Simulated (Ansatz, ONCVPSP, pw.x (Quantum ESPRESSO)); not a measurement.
## From atom to crystal: ONCV potential for Si (Z = 14)

```json
{
 "Element": "Si (Z = 14)",
 "Generator": "ONCVPSP 4.0.1.1 (patched build)",
 "Type": "optimised norm-conserving Vanderbilt (ONCV)",
 "Functional": "PBE",
 "Relativity": "scalar-relativistic",
 "Frozen core": "[Ne]",
 "Valence charge": "4",
 "Reference configuration": "3s2 3p2",
 "Partial waves": "3s: rc 1.95 bohr, ncon 3, nbas 7, qcut 3.3 1/bohr, 2 projectors, debl 3.4 Ha; 3p: rc 2.35 bohr, ncon 5, nbas 9, qcut 3.5 1/bohr, 2 projectors, debl 2.9 Ha; d scattering state at 0.1 Ha: rc 2.55 bohr, ncon 5, nbas 9, qcut 4.1 1/bohr, 2 projectors, debl 3.1 Ha",
 "Local potential": "polynomial inside 1.45 bohr (lpopt 5, dvloc0 1 Ha)",
 "Core correction": "Teter function, fcfact 2.25, rcfact 1.55"
}
```

Atomic tests: cutoffs needed: 6.1 Ha and 34 Ha (the cutoffs (Ha) at which the residual kinetic energy of the hardest occupied pseudo-wave falls to 1 and 0.1 mHa per electron) The cutoffs count occupied waves only; projector 2 of the d channel, the hardest unoccupied one, needs 51 Ha at the loose tolerance.; ghost test: no bound ghost flagged; no localised positive-energy state flagged; largest excitation error: -57 meV (all-electron minus pseudo) for 3s1 3p0, out of 4 test configurations.

Crystal test: diamond Si in pw.x 7.5, no spin, 8³ k-points, Fermi–Dirac smearing 0.01 Ry, cutoffs 80/320 Ry. The reference is all-electron LAPW (Ansatz 0.2.0) with the same functional, mesh and smearing; V0 and B0 come from Birch–Murnaghan fits to the pressures at five volumes. Errors are pseudo minus all-electron; Δ is the rms difference of the E(V) curves that follow from these fits, minima aligned, over ±6 % about the mean V0. Mesh and smearing are coarse, so the numbers serve the comparison and aren't converged zero-temperature values; the lattice is a test structure that the element need not adopt.

```json
{"V (Å³/atom)": "19.440", "P all-electron (GPa)": "5.01", "P pseudo (GPa)": "4.79"}
{"V (Å³/atom)": "19.951", "P all-electron (GPa)": "2.31", "P pseudo (GPa)": "2.10"}
{"V (Å³/atom)": "20.463", "P all-electron (GPa)": "-0.05", "P pseudo (GPa)": "-0.25"}
{"V (Å³/atom)": "20.975", "P all-electron (GPa)": "-2.12", "P pseudo (GPa)": "-2.31"}
{"V (Å³/atom)": "21.486", "P all-electron (GPa)": "-3.93", "P pseudo (GPa)": "-4.12"}
```

All-electron: a0 = 5.469 Å (V0 = 20.45 Å³/atom), B0 = 88.5 GPa.

Pseudopotential: mean pressure error (GPa): -0.20; a0 (Å): 5.465; a0 error (%): -0.08; B0 error (%): +0.6; Δ (meV/atom): 0.9. The largest radius (2.55 bohr) exceeds half the bond length (2.24 bohr), so the spheres overlap, which is one possible source of error among others.

At the middle volume, how do free energy and pressure move when the wave cutoff is lowered (ecutrho kept at four times it)?

| cutoff (Ry) | shift of F (meV/atom) | shift of P (GPa) |
| --- | --- | --- |
| 36 | +16.0 | -0.08 |
| 48 | +10.2 | +0.03 |
| 64 | +5.1 | -0.15 |

Input at the middle volume:

```
&control
  calculation='scf', prefix='x', pseudo_dir='./', outdir='./tmp', tstress=.true., disk_io='none'
/
&system
  ibrav=0, nat=2, ntyp=1, ecutwfc=80, ecutrho=320, nbnd=11,
  occupations='smearing', smearing='fd', degauss=0.01
/
&electrons
  conv_thr=1e-09, mixing_beta=0.4, electron_maxstep=70
/
ATOMIC_SPECIES
Si 1.0 Si.UPF
CELL_PARAMETERS angstrom
  0.00000000 2.73520428 2.73520428
  2.73520428 0.00000000 2.73520428
  2.73520428 2.73520428 0.00000000
ATOMIC_POSITIONS crystal
Si 0.0000 0.0000 0.0000
Si 0.2500 0.2500 0.2500
K_POINTS automatic
8 8 8 0 0 0
```

```bash
pw.x < Si.scf.in > Si.scf.out
```

Lines of the output:

```
Message from routine setup:
     using ibrav=0 with symmetry is DISCOURAGED, use correct ibrav instead
     lattice parameter (alat)  =       7.3098  a.u.
     unit-cell volume          =     276.1823 (a.u.)^3
     number of electrons       =         8.00
     number of Kohn-Sham states=           11
     kinetic-energy cutoff     =      80.0000  Ry
     charge density cutoff     =     320.0000  Ry
     scf convergence threshold =      1.0E-09
     Exchange-correlation= PBE
     number of k points=    29  Fermi-Dirac smearing, width (Ry)=  0.0100
     iteration #  1     ecut=    80.00 Ry     beta= 0.40
     total energy              =     -16.71267214 Ry
     estimated scf accuracy    <       0.05535089 Ry
     iteration #  2     ecut=    80.00 Ry     beta= 0.40
     total energy              =     -16.70978025 Ry
     estimated scf accuracy    <       0.01551468 Ry
     iteration #  3     ecut=    80.00 Ry     beta= 0.40
     total energy              =     -16.71045144 Ry
     estimated scf accuracy    <       0.00019470 Ry
     iteration #  4     ecut=    80.00 Ry     beta= 0.40
     total energy              =     -16.71046618 Ry
     estimated scf accuracy    <       0.00000167 Ry
     iteration #  5     ecut=    80.00 Ry     beta= 0.40
     total energy              =     -16.71046676 Ry
     estimated scf accuracy    <       0.00000016 Ry
     iteration #  6     ecut=    80.00 Ry     beta= 0.40
     total energy              =     -16.71046679 Ry
     estimated scf accuracy    <       0.00000001 Ry
     iteration #  7     ecut=    80.00 Ry     beta= 0.40
     total energy              =     -16.71046679 Ry
     estimated scf accuracy    <          2.2E-09 Ry
     iteration #  8     ecut=    80.00 Ry     beta= 0.40
     the Fermi energy is     6.2567 ev
!    total energy              =     -16.71046679 Ry
     estimated scf accuracy    <          9.9E-12 Ry
     smearing contrib. (-TS)   =      -0.00028160 Ry
     The total energy is F=E-TS. E is the sum of the following terms:
     one-electron contribution =       4.80448023 Ry
     hartree contribution      =       1.11728834 Ry
     xc contribution           =      -5.95709968 Ry
     ewald contribution        =     -16.67485408 Ry
     convergence has been achieved in   8 iterations
          total   stress  (Ry/bohr**3)                   (kbar)     P=       -2.52
     Message from routine punch:
     Nothing written, as per user request (disk_io='none')
```

The run at the middle volume (29 k-points, 8 iterations) took about 35 s on one core of a shared host (Neoverse-N1, 64 threads, 124 GiB, load 60).
